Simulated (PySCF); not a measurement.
Ligands exchanged one at a time, Si Cl-C2H5. All species are isolated molecules in the gas phase. One relaxed conformer stands for each flexible species; it need not be the lowest. Strings in code marks are SMILES.

Computed with B3LYP-D3(BJ)/def2-TZVP // B3LYP-D3(BJ)/def2-SVP (PySCF 2.14.0). B3LYP has the VWN-RPA correlation part, as in Gaussian. Delta-SCF ions had no search for a lower state. Excitations are Tamm–Dancoff values on a coarser integration grid. The basis has no diffuse functions, so Rydberg states are missing or too high.

```json
[
 {"species": "0 of 4 Cl replaced by C2H5 (`Cl[Si](Cl)(Cl)Cl`)", "HOMO (eV)": "___", "S1 excitation (TDA) (eV)": "6.93", "T1 excitation (TDA) (eV)": "–", "vertical ionisation energy (Delta-SCF) (eV)": "11.36", "S1 oscillator strength": "___"},
 {"species": "1 of 4 Cl replaced by C2H5", "HOMO (eV)": "-8.76", "S1 excitation (TDA) (eV)": "7.39", "T1 excitation (TDA) (eV)": "6.96", "vertical ionisation energy (Delta-SCF) (eV)": "___", "S1 oscillator strength": "0.000"},
 {"species": "3 of 4 Cl replaced by C2H5", "HOMO (eV)": "-7.69", "S1 excitation (TDA) (eV)": "7.31", "T1 excitation (TDA) (eV)": "7.10", "vertical ionisation energy (Delta-SCF) (eV)": "9.55", "S1 oscillator strength": "0.011"},
 {"species": "4 of 4 Cl replaced by C2H5", "HOMO (eV)": "___", "S1 excitation (TDA) (eV)": "7.22", "T1 excitation (TDA) (eV)": "7.06", "vertical ionisation energy (Delta-SCF) (eV)": "9.21", "S1 oscillator strength": "0.009"}
]
```

Problem. Complete the blanks.

Solution. 
- 0 of 4 Cl replaced by C2H5 (`Cl[Si](Cl)(Cl)Cl`), HOMO (eV): -9.26
- 0 of 4 Cl replaced by C2H5 (`Cl[Si](Cl)(Cl)Cl`), S1 oscillator strength: 0.000
- 1 of 4 Cl replaced by C2H5, vertical ionisation energy (Delta-SCF) (eV): 10.74
- 4 of 4 Cl replaced by C2H5, HOMO (eV): -7.47
